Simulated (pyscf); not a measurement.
Elementary routes open to boron trichloride (Cl–B(Cl)–Cl) + ethylene (H₂C=CH₂) in the gas phase (singlet surface):
A. Cl–CH₂–CH₂–B(Cl)–Cl (B–Cl broken; C–Cl, B–C formed)
B. hydrogen chloride (HCl) + H₂C=CH–B(Cl)–Cl (B–Cl, C–H broken; Cl–H, B–C formed)

Structures and frequencies: ωB97X-D3(BJ)/def2-SVP in PySCF.

Task: Rank the routes by free-energy barrier at 298 K, lowest first, for ωB97M-D3(BJ)/def2-TZVP energies (ideal gas, 1 atm, RRHO with modes under 100 cm⁻¹ raised to 100, one conformer, R ln 2 for chiral ones without a mode under 150 cm⁻¹).

Result: A (146.3 kJ/mol), B (203.0 kJ/mol)

Route A is the fastest of these, ahead of the next by 56.7 kJ/mol. The most stable products are those of A (ΔG = +27.4 kJ/mol), so kinetics and thermodynamics agree. At 1200 K A is still the fastest. Only these routes are compared; each barrier is that of the saddle found, and lower ones may exist.
